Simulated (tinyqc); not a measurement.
Worked calculation (part 1 of 2): UHF in the sto-3g basis, for H2O, spin multiplicity 3. This run ends on a higher stationary point, not on the lowest solution. Computed by tinyqc, a small Python program that keeps every step (integrals from PySCF). Settings: charge = 0, multiplicity = 3, basis = sto-3g, energy threshold = 1e-08, iteration cap = 59, orthogonalisation = canonical, start = highest core orbitals, DIIS depth = 0, method = UHF. Command: `OMP_NUM_THREADS=1 python tinyqc.py 25208 25209 out.jsonl` (the two numbers bound the seeds that draw the settings). One thread of a shared host (Intel(R) Xeon(R) Processor @ 2.60GHz), about 0.1 s of CPU time with the checks. Later iterations appear only in the table of the cycle.

## One-electron integrals

Geometry (angstrom):
```
atom       x        y       z
O     0.0000   0.0000  0.0000
H     0.0000   0.9540  0.8310
H     0.0000  -0.9540  0.8310
```

Basis sto-3g: exponents (1/bohr^2) and contraction coefficients of normalised primitives:
```
element  l (shell)  exponent  coefficient
O            s (1)  130.7093       0.1543
O            s (1)   23.8089       0.5353
O            s (1)    6.4436       0.4446
O            s (2)    5.0332      -0.1000
O            s (2)    1.1696       0.3995
O            s (2)    0.3804       0.7001
O            p (3)    5.0332       0.1559
O            p (3)    1.1696       0.6077
O            p (3)    0.3804       0.3920
H            s (1)    3.4253       0.1543
H            s (1)    0.6239       0.5353
H            s (1)    0.1689       0.4446
```

Overlap, kinetic and nuclear-attraction integrals over the contracted functions; the nuclear repulsion is the sum of Za Zb / Rab.

nuclear repulsion = 6.969552 hartree

overlap S, order 1O 1s, 1O 2s, 1O 2px, 1O 2py, 1O 2pz, 2H 1s, 3H 1s:
```
[[1.0000, 0.2367, 0.0000, 0.0000, 0.0000, 0.0261, 0.0261],
 [0.2367, 1.0000, 0.0000, 0.0000, 0.0000, 0.2976, 0.2976],
 [0.0000, 0.0000, 1.0000, 0.0000, 0.0000, 0.0000, 0.0000],
 [0.0000, 0.0000, 0.0000, 1.0000, 0.0000, 0.2094, -0.2094],
 [0.0000, 0.0000, 0.0000, 0.0000, 1.0000, 0.1824, 0.1824],
 [0.0261, 0.2976, 0.0000, 0.2094, 0.1824, 1.0000, 0.1384],
 [0.0261, 0.2976, 0.0000, -0.2094, 0.1824, 0.1384, 1.0000]]
```

kinetic energy T (hartree), order 1O 1s, 1O 2s, 1O 2px, 1O 2py, 1O 2pz, 2H 1s, 3H 1s:
```
[[29.0032, -0.1680, 0.0000, 0.0000, 0.0000, -0.0082, -0.0082],
 [-0.1680, 0.8081, 0.0000, 0.0000, 0.0000, 0.0261, 0.0261],
 [0.0000, 0.0000, 2.5287, 0.0000, 0.0000, 0.0000, 0.0000],
 [0.0000, 0.0000, 0.0000, 2.5287, 0.0000, 0.0789, -0.0789],
 [0.0000, 0.0000, 0.0000, 0.0000, 2.5287, 0.0688, 0.0688],
 [-0.0082, 0.0261, 0.0000, 0.0789, 0.0688, 0.7600, -0.0087],
 [-0.0082, 0.0261, 0.0000, -0.0789, 0.0688, -0.0087, 0.7600]]
```

nuclear attraction V (hartree), order 1O 1s, 1O 2s, 1O 2px, 1O 2py, 1O 2pz, 2H 1s, 3H 1s:
```
[[-61.4550, -7.3811, 0.0000, 0.0000, -0.0117, -0.8303, -0.8303],
 [-7.3811, -9.8871, 0.0000, 0.0000, -0.1456, -2.1697, -2.1697],
 [0.0000, 0.0000, -9.7726, 0.0000, 0.0000, 0.0000, 0.0000],
 [0.0000, 0.0000, 0.0000, -9.8436, 0.0000, -1.3259, 1.3259],
 [-0.0117, -0.1456, 0.0000, 0.0000, -9.8265, -1.1884, -1.1884],
 [-0.8303, -2.1697, 0.0000, -1.3259, -1.1884, -4.8140, -0.7299],
 [-0.8303, -2.1697, 0.0000, 1.3259, -1.1884, -0.7299, -4.8140]]
```

core Hamiltonian H = T + V (hartree), order 1O 1s, 1O 2s, 1O 2px, 1O 2py, 1O 2pz, 2H 1s, 3H 1s:
```
[[-32.4518, -7.5491, 0.0000, 0.0000, -0.0117, -0.8385, -0.8385],
 [-7.5491, -9.0790, 0.0000, 0.0000, -0.1456, -2.1437, -2.1437],
 [0.0000, 0.0000, -7.2439, 0.0000, 0.0000, 0.0000, 0.0000],
 [0.0000, 0.0000, 0.0000, -7.3149, 0.0000, -1.2470, 1.2470],
 [-0.0117, -0.1456, 0.0000, 0.0000, -7.2977, -1.1197, -1.1197],
 [-0.8385, -2.1437, 0.0000, -1.2470, -1.1197, -4.0539, -0.7386],
 [-0.8385, -2.1437, 0.0000, 1.2470, -1.1197, -0.7386, -4.0539]]
```

## Two-electron integrals

Functions are numbered as in S; the eight-fold symmetry (ij|kl) = (ji|kl) = (kl|ij) leaves the list below.

Two-electron integrals (ij|kl) in chemists' order, unique and non-zero (hartree):
```
(11|11) 4.7851      (21|11) 0.7414      (21|21) 0.1369      (22|11) 1.1189
(22|21) 0.2566      (22|22) 0.8172      (31|31) 0.0245      (32|31) 0.0378
(32|32) 0.1805      (33|11) 1.1158      (33|21) 0.2567      (33|22) 0.8170
(33|33) 0.8802      (41|41) 0.0245      (42|41) 0.0378      (42|42) 0.1805
(43|43) 0.0474      (44|11) 1.1158      (44|21) 0.2567      (44|22) 0.8170
(44|33) 0.7853      (44|44) 0.8802      (51|51) 0.0245      (52|51) 0.0378
(52|52) 0.1805      (53|53) 0.0474      (54|54) 0.0474      (55|11) 1.1158
(55|21) 0.2567      (55|22) 0.8170      (55|33) 0.7853      (55|44) 0.7853
(55|55) 0.8802      (61|11) 0.0825      (61|21) 0.0151      (61|22) 0.0282
(61|33) 0.0282      (61|41) 0.0005      (61|42) 0.0010      (61|44) 0.0283
(61|51) 4.39e-04    (61|52) 0.0008      (61|54) 8.09e-05    (61|55) 0.0282
(61|61) 0.0017      (62|11) 0.2304      (62|21) 0.0536      (62|22) 0.1929
(62|33) 0.1894      (62|41) 0.0030      (62|42) 0.0245      (62|44) 0.1952
(62|51) 0.0026      (62|52) 0.0213      (62|54) 0.0050      (62|55) 0.1938
(62|61) 0.0060      (62|62) 0.0598      (63|31) 0.0052      (63|32) 0.0318
(63|43) 0.0049      (63|53) 0.0043      (63|63) 0.0079      (64|11) 0.1348
(64|21) 0.0318      (64|22) 0.1220      (64|33) 0.1167      (64|41) 0.0068
(64|42) 0.0462      (64|44) 0.1299      (64|51) 0.0013      (64|52) 0.0125
(64|54) 0.0072      (64|55) 0.1193      (64|61) 0.0037      (64|62) 0.0460
(64|64) 0.0430      (65|11) 0.1175      (65|21) 0.0277      (65|22) 0.1063
(65|33) 0.1017      (65|41) 0.0013      (65|42) 0.0125      (65|44) 0.1047
(65|51) 0.0064      (65|52) 0.0427      (65|54) 0.0075      (65|55) 0.1125
(65|61) 0.0032      (65|62) 0.0401      (65|64) 0.0306      (65|65) 0.0345
(66|11) 0.4136      (66|21) 0.0978      (66|22) 0.4056      (66|33) 0.3909
(66|41) 0.0062      (66|42) 0.0717      (66|44) 0.4157      (66|51) 0.0054
(66|52) 0.0625      (66|54) 0.0216      (66|55) 0.4097      (66|61) 0.0111
(66|62) 0.1691      (66|64) 0.1489      (66|65) 0.1297      (66|66) 0.7746
(71|11) 0.0825      (71|21) 0.0151      (71|22) 0.0282      (71|33) 0.0282
(71|41) -0.0005     (71|42) -0.0010     (71|44) 0.0283      (71|51) 4.39e-04
(71|52) 0.0008      (71|54) -8.09e-05   (71|55) 0.0282      (71|61) 0.0017
(71|62) 0.0059      (71|64) 0.0033      (71|65) 0.0031      (71|66) 0.0107
(71|71) 0.0017      (72|11) 0.2304      (72|21) 0.0536      (72|22) 0.1929
(72|33) 0.1894      (72|41) -0.0030     (72|42) -0.0245     (72|44) 0.1952
(72|51) 0.0026      (72|52) 0.0213      (72|54) -0.0050     (72|55) 0.1938
(72|61) 0.0059      (72|62) 0.0473      (72|64) 0.0255      (72|65) 0.0308
(72|66) 0.1072      (72|71) 0.0060      (72|72) 0.0598      (73|31) 0.0052
(73|32) 0.0318      (73|43) -0.0049     (73|53) 0.0043      (73|63) 0.0060
(73|73) 0.0079      (74|11) -0.1348     (74|21) -0.0318     (74|22) -0.1220
(74|33) -0.1167     (74|41) 0.0068      (74|42) 0.0462      (74|44) -0.1299
(74|51) -0.0013     (74|52) -0.0125     (74|54) 0.0072      (74|55) -0.1193
(74|61) -0.0033     (74|62) -0.0255     (74|64) -0.0081     (74|65) -0.0163
(74|66) -0.0539     (74|71) -0.0037     (74|72) -0.0460     (74|74) 0.0430
(75|11) 0.1175      (75|21) 0.0277      (75|22) 0.1063      (75|33) 0.1017
(75|41) -0.0013     (75|42) -0.0125     (75|44) 0.1047      (75|51) 0.0064
(75|52) 0.0427      (75|54) -0.0075     (75|55) 0.1125      (75|61) 0.0031
(75|62) 0.0308      (75|64) 0.0163      (75|65) 0.0258      (75|66) 0.0759
(75|71) 0.0032      (75|72) 0.0401      (75|74) -0.0306     (75|75) 0.0345
(76|11) 0.0715      (76|21) 0.0168      (76|22) 0.0667      (76|33) 0.0650
(76|44) 0.0662      (76|51) 0.0012      (76|52) 0.0123      (76|55) 0.0689
(76|61) 0.0019      (76|62) 0.0212      (76|64) 0.0143      (76|65) 0.0161
(76|66) 0.0664      (76|71) 0.0019      (76|72) 0.0212      (76|74) -0.0143
(76|75) 0.0161      (76|76) 0.0100      (77|11) 0.4136      (77|21) 0.0978
(77|22) 0.4056      (77|33) 0.3909      (77|41) -0.0062     (77|42) -0.0717
(77|44) 0.4157      (77|51) 0.0054      (77|52) 0.0625      (77|54) -0.0216
(77|55) 0.4097      (77|61) 0.0107      (77|62) 0.1072      (77|64) 0.0539
(77|65) 0.0759      (77|66) 0.2760      (77|71) 0.0111      (77|72) 0.1691
(77|74) -0.1489     (77|75) 0.1297      (77|76) 0.0664      (77|77) 0.7746
```

## Orthogonalisation

S = U s U^T; canonical form X = U s^(-1/2), so that X^T S X = 1. Each column of U has its largest component positive (the first on a tie).

eigenvalues of S: [0.5308, 0.6266, 0.8835, 1.0000, 1.1114, 1.2350, 1.6126]

X, order 1O 1s, 1O 2s, 1O 2px, 1O 2py, 1O 2pz, 2H 1s, 3H 1s:
```
[[-0.4060, 0.0000, 0.6939, 0.0000, 0.6108, 0.0000, 0.2120],
 [0.9308, 0.0000, -0.2933, 0.0000, 0.3275, 0.0000, 0.4625],
 [0.0000, 0.0000, 0.0000, 1.0000, 0.0000, 0.0000, 0.0000],
 [0.0000, 0.7851, 0.0000, 0.0000, 0.0000, 0.7050, 0.0000],
 [0.4450, 0.0000, 0.6847, 0.0000, -0.5946, 0.0000, 0.2333],
 [-0.5722, -0.6998, -0.2185, 0.0000, -0.1816, 0.3955, 0.3917],
 [-0.5722, 0.6998, -0.2185, 0.0000, -0.1816, -0.3955, 0.3917]]
```

## Starting guess

The start is the highest orbitals of the core Hamiltonian (a deliberately bad start); D(s) = C_occ C_occ^T for each spin.

D(alpha) at the start, order 1O 1s, 1O 2s, 1O 2px, 1O 2py, 1O 2pz, 2H 1s, 3H 1s:
```
[[0.0614, -0.2768, 0.0000, 0.0000, -0.0192, 0.0515, 0.0515],
 [-0.2768, 1.2734, 0.0000, 0.0000, 0.1265, -0.3467, -0.3467],
 [0.0000, 0.0000, 1.0000, 0.0000, 0.0000, 0.0000, 0.0000],
 [0.0000, 0.0000, 0.0000, 1.1134, 0.0000, -0.2706, 0.2706],
 [-0.0192, 0.1265, 0.0000, 0.0000, 1.0748, -0.2049, -0.2049],
 [0.0515, -0.3467, 0.0000, -0.2706, -0.2049, 1.2076, -0.0846],
 [0.0515, -0.3467, 0.0000, 0.2706, -0.2049, -0.0846, 1.2076]]
```

D(beta) at the start, order 1O 1s, 1O 2s, 1O 2px, 1O 2py, 1O 2pz, 2H 1s, 3H 1s:
```
[[0.0073, -0.0373, 0.0000, 0.0000, 0.0667, 0.0250, 0.0250],
 [-0.0373, 0.2125, 0.0000, 0.0000, -0.2539, -0.2294, -0.2294],
 [0.0000, 0.0000, 1.0000, 0.0000, 0.0000, 0.0000, 0.0000],
 [0.0000, 0.0000, 0.0000, 0.0433, 0.0000, -0.1659, 0.1659],
 [0.0667, -0.2539, 0.0000, 0.0000, 0.9384, -0.1628, -0.1628],
 [0.0250, -0.2294, 0.0000, -0.1659, -0.1628, 1.1844, -0.0873],
 [0.0250, -0.2294, 0.0000, 0.1659, -0.1628, -0.0873, 1.1844]]
```

## Iteration 1: building the Fock matrix

J_ij = sum D_kl (ij|kl) with D = D(alpha) + D(beta), K_ij = sum D_kl (ik|jl) for each spin; F = H + J - K(s); E = tr D H + tr D J / 2 - 0.5 sum_s tr D(s) K(s) + E_nn.

Coulomb J (hartree), order 1O 1s, 1O 2s, 1O 2px, 1O 2py, 1O 2pz, 2H 1s, 3H 1s:
```
[[8.3343, 1.9202, 0.0000, 0.0000, 0.0005, 0.2112, 0.2112],
 [1.9202, 6.4657, 0.0000, 0.0000, 0.1186, 1.6758, 1.6758],
 [0.0000, 0.0000, 6.4451, 0.0000, 0.0000, 0.0000, 0.0000],
 [0.0000, 0.0000, 0.0000, 6.4427, 0.0000, 1.1114, -1.1114],
 [0.0005, 0.1186, 0.0000, 0.0000, 6.5046, 1.0094, 1.0094],
 [0.2112, 1.6758, 0.0000, 1.1114, 1.0094, 4.4886, 0.6530],
 [0.2112, 1.6758, 0.0000, -1.1114, 1.0094, 0.6530, 4.4886]]
```

exchange K(alpha) (hartree), order 1O 1s, 1O 2s, 1O 2px, 1O 2py, 1O 2pz, 2H 1s, 3H 1s:
```
[[0.1346, 0.1238, 0.0000, 0.0000, 0.0001, 0.0180, 0.0180],
 [0.1238, 1.3183, 0.0000, 0.0000, 0.0203, 0.3385, 0.3385],
 [0.0000, 0.0000, 1.1607, 0.0000, 0.0000, 0.0000, 0.0000],
 [0.0000, 0.0000, 0.0000, 1.1847, 0.0000, 0.2084, -0.2084],
 [0.0001, 0.0203, 0.0000, 0.0000, 1.1774, 0.1870, 0.1870],
 [0.0180, 0.3385, 0.0000, 0.2084, 0.1870, 0.8488, 0.1217],
 [0.0180, 0.3385, 0.0000, -0.2084, 0.1870, 0.1217, 0.8488]]
```

exchange K(beta) (hartree), order 1O 1s, 1O 2s, 1O 2px, 1O 2py, 1O 2pz, 2H 1s, 3H 1s:
```
[[0.0548, 0.0736, 0.0000, 0.0000, -0.0105, 0.0088, 0.0088],
 [0.0736, 0.4447, 0.0000, 0.0000, -0.2840, 0.1269, 0.1269],
 [0.0000, 0.0000, 0.9454, 0.0000, 0.0000, 0.0000, 0.0000],
 [0.0000, 0.0000, 0.0000, 0.1363, 0.0000, 0.0878, -0.0878],
 [-0.0105, -0.2840, 0.0000, 0.0000, 0.8716, 0.0946, 0.0946],
 [0.0088, 0.1269, 0.0000, 0.0878, 0.0946, 0.7734, 0.0815],
 [0.0088, 0.1269, 0.0000, -0.0878, 0.0946, 0.0815, 0.7734]]
```

F(alpha) (hartree), order 1O 1s, 1O 2s, 1O 2px, 1O 2py, 1O 2pz, 2H 1s, 3H 1s:
```
[[-24.2520, -5.7527, 0.0000, 0.0000, -0.0113, -0.6453, -0.6453],
 [-5.7527, -3.9316, 0.0000, 0.0000, -0.0473, -0.8063, -0.8063],
 [0.0000, 0.0000, -1.9594, 0.0000, 0.0000, 0.0000, 0.0000],
 [0.0000, 0.0000, 0.0000, -2.0569, 0.0000, -0.3440, 0.3440],
 [-0.0113, -0.0473, 0.0000, 0.0000, -1.9705, -0.2972, -0.2972],
 [-0.6453, -0.8063, 0.0000, -0.3440, -0.2972, -0.4142, -0.2073],
 [-0.6453, -0.8063, 0.0000, 0.3440, -0.2972, -0.2073, -0.4142]]
```

F(beta) (hartree), order 1O 1s, 1O 2s, 1O 2px, 1O 2py, 1O 2pz, 2H 1s, 3H 1s:
```
[[-24.1722, -5.7025, 0.0000, 0.0000, -0.0007, -0.6361, -0.6361],
 [-5.7025, -3.0580, 0.0000, 0.0000, 0.2570, -0.5947, -0.5947],
 [0.0000, 0.0000, -1.7442, 0.0000, 0.0000, 0.0000, 0.0000],
 [0.0000, 0.0000, 0.0000, -1.0085, 0.0000, -0.2234, 0.2234],
 [-0.0007, 0.2570, 0.0000, 0.0000, -1.6647, -0.2048, -0.2048],
 [-0.6361, -0.5947, 0.0000, -0.2234, -0.2048, -0.3388, -0.1671],
 [-0.6361, -0.5947, 0.0000, 0.2234, -0.2048, -0.1671, -0.3388]]
```

total energy of this density = -29.109475 hartree

## Iteration 1: diagonalisation and new density

Diagonalise F' = X^T F X, C = X C', fill 6 alpha and 4 beta electrons from the bottom; D(s) = C_occ C_occ^T. Each column has its largest component positive (the first on a tie).

F' = X^T F X (alpha) (hartree):
```
[[-2.4677, 0.0000, 3.4715, 0.0000, 3.4925, 0.0000, 0.5707],
 [0.0000, -0.7145, 0.0000, 0.0000, 0.0000, -0.8981, 0.0000],
 [3.4715, 0.0000, -10.2860, 0.0000, -9.0820, 0.0000, -4.8186],
 [0.0000, 0.0000, 0.0000, -1.9594, 0.0000, 0.0000, 0.0000],
 [3.4925, 0.0000, -9.0820, 0.0000, -12.1306, 0.0000, -5.5563],
 [0.0000, -0.8981, 0.0000, 0.0000, 0.0000, -1.4705, 0.0000],
 [0.5707, 0.0000, -4.8186, 0.0000, -5.5563, 0.0000, -4.2760]]
```

orbital energies (alpha) (hartree): [-24.2520, -2.7440, -2.0669, -1.9732, -1.9594, -0.1909, -0.1181]

coefficients C (alpha), order 1O 1s, 1O 2s, 1O 2px, 1O 2py, 1O 2pz, 2H 1s, 3H 1s:
```
[[0.9999, -0.2490, 0.0000, 0.0147, 0.0000, 0.0480, 0.0000],
 [0.0004, 1.0650, 0.0000, -0.0549, 0.0000, -0.3691, 0.0000],
 [0.0000, 0.0000, 0.0000, 0.0000, 1.0000, 0.0000, 0.0000],
 [0.0000, 0.0000, 1.0216, 0.0000, 0.0000, 0.0000, -0.2641],
 [0.0004, 0.0981, 0.0000, 1.0104, 0.0000, -0.2102, 0.0000],
 [0.0003, -0.0695, -0.0577, -0.0411, 0.0000, 0.7450, 0.8017],
 [0.0003, -0.0695, 0.0577, -0.0411, 0.0000, 0.7450, -0.8017]]
```

F' = X^T F X (beta) (hartree):
```
[[-1.8874, 0.0000, 3.4143, 0.0000, 3.4773, 0.0000, 1.0937],
 [0.0000, -0.2988, 0.0000, 0.0000, 0.0000, -0.3815, 0.0000],
 [3.4143, 0.0000, -10.1572, 0.0000, -9.1352, 0.0000, -4.8516],
 [0.0000, 0.0000, 0.0000, -1.7442, 0.0000, 0.0000, 0.0000],
 [3.4773, 0.0000, -9.1352, 0.0000, -12.0120, 0.0000, -5.5435],
 [0.0000, -0.3815, 0.0000, 0.0000, 0.0000, -0.8040, 0.0000],
 [1.0937, 0.0000, -4.8516, 0.0000, -5.5435, 0.0000, -3.7667]]
```

orbital energies (beta) (hartree): [-24.1722, -2.0150, -1.7442, -1.4671, -1.0089, -0.1691, -0.0939]

coefficients C (beta), order 1O 1s, 1O 2s, 1O 2px, 1O 2py, 1O 2pz, 2H 1s, 3H 1s:
```
[[1.0003, -0.1949, 0.0000, -0.1490, 0.0000, 0.0601, 0.0000],
 [-0.0013, 0.8289, 0.0000, 0.6391, 0.0000, -0.4219, 0.0000],
 [0.0000, 0.0000, 1.0000, 0.0000, 0.0000, 0.0000, 0.0000],
 [0.0000, 0.0000, 0.0000, 0.0000, 0.9926, 0.0000, -0.3580],
 [-0.0002, -0.5977, 0.0000, 0.8103, 0.0000, -0.2466, 0.0000],
 [0.0006, -0.0115, 0.0000, -0.0335, 0.0172, 0.7485, 0.8036],
 [0.0006, -0.0115, 0.0000, -0.0335, -0.0172, 0.7485, -0.8036]]
```

D(alpha) after iteration 1, order 1O 1s, 1O 2s, 1O 2px, 1O 2py, 1O 2pz, 2H 1s, 3H 1s:
```
[[1.0643, -0.2834, 0.0000, 0.0000, -0.0193, 0.0528, 0.0528],
 [-0.2834, 1.2735, 0.0000, 0.0000, 0.1265, -0.3467, -0.3467],
 [0.0000, 0.0000, 1.0000, 0.0000, 0.0000, 0.0000, 0.0000],
 [0.0000, 0.0000, 0.0000, 1.0436, 0.0000, -0.0589, 0.0589],
 [-0.0193, 0.1265, 0.0000, 0.0000, 1.0748, -0.2049, -0.2049],
 [0.0528, -0.3467, 0.0000, -0.0589, -0.2049, 0.5648, 0.5582],
 [0.0528, -0.3467, 0.0000, 0.0589, -0.2049, 0.5582, 0.5648]]
```

D(beta) after iteration 1, order 1O 1s, 1O 2s, 1O 2px, 1O 2py, 1O 2pz, 2H 1s, 3H 1s:
```
[[1.0607, -0.2580, 0.0000, 0.0000, -0.0044, 0.0078, 0.0078],
 [-0.2580, 1.0955, 0.0000, 0.0000, 0.0225, -0.0310, -0.0310],
 [0.0000, 0.0000, 1.0000, 0.0000, 0.0000, 0.0000, 0.0000],
 [0.0000, 0.0000, 0.0000, 0.0000, 0.0000, 0.0000, 0.0000],
 [-0.0044, 0.0225, 0.0000, 0.0000, 1.0139, -0.0203, -0.0203],
 [0.0078, -0.0310, 0.0000, 0.0000, -0.0203, 0.0013, 0.0013],
 [0.0078, -0.0310, 0.0000, 0.0000, -0.0203, 0.0013, 0.0013]]
```

## Iteration 2: building the Fock matrix

As before.

Coulomb J (hartree), order 1O 1s, 1O 2s, 1O 2px, 1O 2py, 1O 2pz, 2H 1s, 3H 1s:
```
[[17.8258, 3.3724, 0.0000, 0.0000, 0.0076, 0.3729, 0.3729],
 [3.3724, 8.3538, 0.0000, 0.0000, 0.0630, 1.9425, 1.9425],
 [0.0000, 0.0000, 8.3656, 0.0000, 0.0000, 0.0000, 0.0000],
 [0.0000, 0.0000, 0.0000, 8.2897, 0.0000, 1.2137, -1.2137],
 [0.0076, 0.0630, 0.0000, 0.0000, 8.3827, 1.0802, 1.0802],
 [0.3729, 1.9425, 0.0000, 1.2137, 1.0802, 4.1701, 0.6754],
 [0.3729, 1.9425, 0.0000, -1.2137, 1.0802, 0.6754, 4.1701]]
```

exchange K(alpha) (hartree), order 1O 1s, 1O 2s, 1O 2px, 1O 2py, 1O 2pz, 2H 1s, 3H 1s:
```
[[4.9231, 0.8586, 0.0000, 0.0000, 0.0008, 0.1005, 0.1005],
 [0.8586, 1.4447, 0.0000, 0.0000, 0.0159, 0.3298, 0.3298],
 [0.0000, 0.0000, 1.1832, 0.0000, 0.0000, 0.0000, 0.0000],
 [0.0000, 0.0000, 0.0000, 1.1918, 0.0000, 0.1727, -0.1727],
 [0.0008, 0.0159, 0.0000, 0.0000, 1.1934, 0.1599, 0.1599],
 [0.1005, 0.3298, 0.0000, 0.1727, 0.1599, 0.4855, 0.2056],
 [0.1005, 0.3298, 0.0000, -0.1727, 0.1599, 0.2056, 0.4855]]
```

exchange K(beta) (hartree), order 1O 1s, 1O 2s, 1O 2px, 1O 2py, 1O 2pz, 2H 1s, 3H 1s:
```
[[4.8929, 0.8183, 0.0000, 0.0000, 0.0002, 0.0944, 0.0944],
 [0.8183, 1.2479, 0.0000, 0.0000, 0.0043, 0.2646, 0.2646],
 [0.0000, 0.0000, 1.1284, 0.0000, 0.0000, 0.0000, 0.0000],
 [0.0000, 0.0000, 0.0000, 0.2937, 0.0000, 0.0358, -0.0358],
 [0.0002, 0.0043, 0.0000, 0.0000, 1.1300, 0.1314, 0.1314],
 [0.0944, 0.2646, 0.0000, 0.0358, 0.1314, 0.0925, 0.0732],
 [0.0944, 0.2646, 0.0000, -0.0358, 0.1314, 0.0732, 0.0925]]
```

F(alpha) (hartree), order 1O 1s, 1O 2s, 1O 2px, 1O 2py, 1O 2pz, 2H 1s, 3H 1s:
```
[[-19.5490, -5.0353, 0.0000, 0.0000, -0.0048, -0.5661, -0.5661],
 [-5.0353, -2.1698, 0.0000, 0.0000, -0.0985, -0.5309, -0.5309],
 [0.0000, 0.0000, -0.0614, 0.0000, 0.0000, 0.0000, 0.0000],
 [0.0000, 0.0000, 0.0000, -0.2170, 0.0000, -0.2059, 0.2059],
 [-0.0048, -0.0985, 0.0000, 0.0000, -0.1085, -0.1994, -0.1994],
 [-0.5661, -0.5309, 0.0000, -0.2059, -0.1994, -0.3694, -0.2688],
 [-0.5661, -0.5309, 0.0000, 0.2059, -0.1994, -0.2688, -0.3694]]
```

F(beta) (hartree), order 1O 1s, 1O 2s, 1O 2px, 1O 2py, 1O 2pz, 2H 1s, 3H 1s:
```
[[-19.5189, -4.9950, 0.0000, 0.0000, -0.0043, -0.5600, -0.5600],
 [-4.9950, -1.9731, 0.0000, 0.0000, -0.0869, -0.4657, -0.4657],
 [0.0000, 0.0000, -0.0067, 0.0000, 0.0000, 0.0000, 0.0000],
 [0.0000, 0.0000, 0.0000, 0.6811, 0.0000, -0.0691, 0.0691],
 [-0.0043, -0.0869, 0.0000, 0.0000, -0.0451, -0.1708, -0.1708],
 [-0.5600, -0.4657, 0.0000, -0.0691, -0.1708, 0.0236, -0.1363],
 [-0.5600, -0.4657, 0.0000, 0.0691, -0.1708, -0.1363, 0.0236]]
```

total energy of this density = -74.082866 hartree
